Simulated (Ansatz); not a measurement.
**PH4− (quintet): from Hartree-Fock to the top rungs, aug-cc-pVDZ**

Aim: climb from Hartree-Fock through coupled cluster and multireference methods for PH4− (quintet) at one geometry and basis, and see what each rung misses.

Method: aug-cc-pVDZ, core rule «outside noble gas», up to 5 orbitals frozen; program: Ansatz 0.2.0, Gaussian basis.

To be run: UHF; CCSD(T) on ROHF; CCSD(T) on UHF; BCCD(T) on ROHF; CISD; CCSDT(Q) on ROHF; CCSDT(Q) on UHF; CASSCF and MRCISD+Q, 10 electrons in 8 orbitals; CASSCF and NEVPT2, 10 electrons in 8 orbitals.

24 further runs of the same task are left out: 4 for a known fault of the program, 7 that didn't finish, 13 set aside as unsound or not needed.

## Step 1: The system

The geometry is a PBE0/def2-TZVPD stationary point (not a proven minimum) of the parent state, kept for this charge and spin.

5 atoms, charge -1, spin multiplicity 5.

Atoms are counted from 1 here; the program's logs count them from 0.

Bond lengths: P1–H2 1.511 Å, P1–H3 1.454 Å, P1–H4 1.454 Å, P1–H5 1.511 Å. Angles: H2–P1–H3 93.2°, H2–P1–H4 93.2°, H2–P1–H5 169.3°, H3–P1–H4 107.1°, H3–P1–H5 93.2°, H4–P1–H5 93.2°.

As a file:

```
P     0.0416    0.0000    0.0000
H     0.1823    0.0000   -1.5047
H    -0.8218    1.1694    0.0000
H    -0.8218   -1.1694    0.0000
H     0.1823    0.0000    1.5047
```

## Step 2: UHF

in.yaml reads:

```yaml
crystal:
  periodic: [false, false, false]
  atoms:
    - {symbol: P, position_ang: [0.041622, 0.000000, 0.000000]}
    - {symbol: H, position_ang: [0.182325, 0.000000, -1.504740]}
    - {symbol: H, position_ang: [-0.821841, 1.169392, 0.000000]}
    - {symbol: H, position_ang: [-0.821841, -1.169392, 0.000000]}
    - {symbol: H, position_ang: [0.182325, 0.000000, 1.504740]}
basis:
  gaussian: {orbitals: aug-cc-pVDZ}
total_charge: -1
magnetization: {spin_polarized: true, initial_magnetization: 4}
hamiltonian: {xc: hf}
output: {orbitals: {seedname: orbitals}}
```

Run with:

```console
> ansatz run in.yaml --threads 1 --pin off --events-out ev --progress --plain --max-ram 2393MiB
```

Further steps of the session: CCSD(T) on ROHF; CCSD(T) on UHF; BCCD(T) on ROHF; CISD; CCSDT(Q) on ROHF; CCSDT(Q) on UHF; CASSCF and MRCISD+Q, 10 electrons in 8 orbitals; CASSCF and NEVPT2, 10 electrons in 8 orbitals.

Q: Predict the results of all the runs planned. Wanted: UCCSDT(Q) below the RHF energy; RMP2 from UCCSDT(Q); UMP2 from UCCSDT(Q); RCCSD from UCCSDT(Q); RCCSD(T) from UCCSDT(Q); UCCSD(T) from UCCSDT(Q); RCCSDT(Q) from UCCSDT(Q); NEVPT2 valence from UCCSDT(Q); MRCISD+Q valence from UCCSDT(Q).

As calculated:

| quantity | value |
| --- | --- |
| UCCSDT(Q) below the RHF energy | -5.7983 eV |
| RMP2 from UCCSDT(Q) | +1125.3 meV |
| UMP2 from UCCSDT(Q) | +1241.4 meV |
| RCCSD from UCCSDT(Q) | +285.0 meV |
| RCCSD(T) from UCCSDT(Q) | +60.3 meV |
| UCCSD(T) from UCCSDT(Q) | +63.1 meV |
| RCCSDT(Q) from UCCSDT(Q) | +0.3 meV |
| NEVPT2 valence from UCCSDT(Q) | +1433.8 meV |
| MRCISD+Q valence from UCCSDT(Q) | +98.3 meV |
| levels within 1 kcal/mol (43 meV) | RCCSDT, UCCSDT, RCCSDT(Q) |
| T1 diagnostic | 0.034 |
| effectively unpaired electrons | 4.01 |

What this shows: RCCSD(T) lands +60.3 meV from the yardstick (1.0 % of the correlation energy). One determinant dominates. Of the multireference levels listed MRCISD+Q valence comes nearest in total energy (+98.3 meV), which doesn't show that its space is the better one. These misses are within one basis, not against nature; the frozen cores of restricted and unrestricted runs differ, which can shift their rows. The highest orbital lies above zero: the basis alone holds the extra electron.
